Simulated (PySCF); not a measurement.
# MgH⁺: changing the method

Starting from one script, swap the method and compare what comes out for MgH⁺.

Program: PySCF 2.14.0. Level of theory: method and basis as typed in the scripts. These are calculated values, not measurements.

3 further runs of the same task are left out: 3 that didn't finish.

**1. Starting geometry**

MgH⁺: 2 atoms, charge 1, spin multiplicity 1.

Bond lengths: Mg1–H2 2.041 Å.

**2. The base run**

Input file input.py:

```python
from pyscf import gto, scf
from pyscf.hessian import thermo

mol = gto.M(
    atom='Mg 0 0 0; H 0 0 2.041',
    basis='minao',
    charge=1,
    spin=0,
    verbose=4,
)
mf = scf.RHF(mol)
mf.kernel()
hess = mf.Hessian().kernel()
print('wavenumber (cm^-1) =', thermo.harmonic_analysis(mol, hess)['freq_wavenumber'].round(1))
mf.dip_moment()
print('orbital energies (hartree):', mf.mo_energy[..., max(0, mol.nelec[1]-3):mol.nelec[0]+3].round(4))
```

Started as:

```
$ OMP_NUM_THREADS=1 python input.py
```

**3. EOM-IP**

Variant 1 changes step after the SCF: frequency → eomip; frozen orbitals: none → 1; number of roots: none → 5.

Input file input.py:

```python
from pyscf import gto, scf, cc

mol = gto.M(
    atom='Mg 0 0 0; H 0 0 2.041',
    basis='minao',
    charge=1,
    spin=0,
    verbose=4,
)
mf = scf.RHF(mol)
mf.kernel()
mycc = cc.CCSD(mf, frozen=1)
mycc.kernel()
e = mycc.ipccsd(nroots=5)[0]
print('roots (eV) =', (e*27.211386).round(3))
mf.dip_moment()
print('orbital energies (hartree):', mf.mo_energy[..., max(0, mol.nelec[1]-3):mol.nelec[0]+3].round(4))
```

**4. O3lyp (RKS)**

Variant 2 changes functional: none (Hartree–Fock) → o3lyp; SCF type: RHF → RKS; step after the SCF: frequency → analyze.

Input file input.py:

```python
from pyscf import gto, dft

mol = gto.M(
    atom='Mg 0 0 0; H 0 0 2.041',
    basis='minao',
    charge=1,
    spin=0,
    verbose=4,
)
mf = dft.RKS(mol, xc='o3lyp')
mf.kernel()
mf.analyze()
print('orbital energies (hartree):', mf.mo_energy[..., max(0, mol.nelec[1]-3):mol.nelec[0]+3].round(4))
```

**5. CCSD(T)**

Variant 3 changes step after the SCF: frequency → ccsd(t); frozen orbitals: none → 1.

Input file input.py:

```python
from pyscf import gto, scf, cc

mol = gto.M(
    atom='Mg 0 0 0; H 0 0 2.041',
    basis='minao',
    charge=1,
    spin=0,
    verbose=4,
)
mf = scf.RHF(mol)
mf.kernel()
mycc = cc.CCSD(mf, frozen=1)
mycc.kernel()
mycc.ccsd_t()
mf.dip_moment()
print('orbital energies (hartree):', mf.mo_energy[..., max(0, mol.nelec[1]-3):mol.nelec[0]+3].round(4))
```

**6. CISD**

Variant 4 changes step after the SCF: frequency → cisd; frozen orbitals: none → 1.

Input file input.py:

```python
from pyscf import gto, scf, ci

mol = gto.M(
    atom='Mg 0 0 0; H 0 0 2.041',
    basis='minao',
    charge=1,
    spin=0,
    verbose=4,
)
mf = scf.RHF(mol)
mf.kernel()
ci.CISD(mf, frozen=1).kernel()
mf.dip_moment()
print('orbital energies (hartree):', mf.mo_energy[..., max(0, mol.nelec[1]-3):mol.nelec[0]+3].round(4))
```

**7. Population analysis**

Variant 5 changes step after the SCF: frequency → analyze.

Input file input.py:

```python
from pyscf import gto, scf

mol = gto.M(
    atom='Mg 0 0 0; H 0 0 2.041',
    basis='minao',
    charge=1,
    spin=0,
    verbose=4,
)
mf = scf.RHF(mol)
mf.kernel()
mf.analyze()
print('orbital energies (hartree):', mf.mo_energy[..., max(0, mol.nelec[1]-3):mol.nelec[0]+3].round(4))
```

What does the calculation give? Wanted: for each run, E(SCF); from base; gap; after the SCF.

As calculated:

```csv
run,E(SCF) (hartree),from base (eV),cycles,gap (eV),after the SCF
base,-199.852929,0,5,9.86,highest mode 753 cm⁻¹
EOM-IP,-199.852929,0.0000,5,9.86,"CCSD correlation -1.099 eV, core frozen, first root 15.51 eV"
o3lyp (RKS),-200.323305,not comparable,7,4.23,n/a
CCSD(T),-199.852929,0.0000,5,9.86,"CCSD(T) correlation -1.099 eV, core frozen"
CISD,-199.852929,0.0000,5,9.86,"CISD correlation -1.099 eV, core frozen"
population analysis,-199.852929,0.0000,5,9.86,n/a
```

**Reading.** On the same reference and core, CCSD(T) gains 1.10 eV in 0.67 s; CISD reaches 100 % of that in 0.64 s. Total energies of different functionals can't be compared with each other; differences within one functional can.
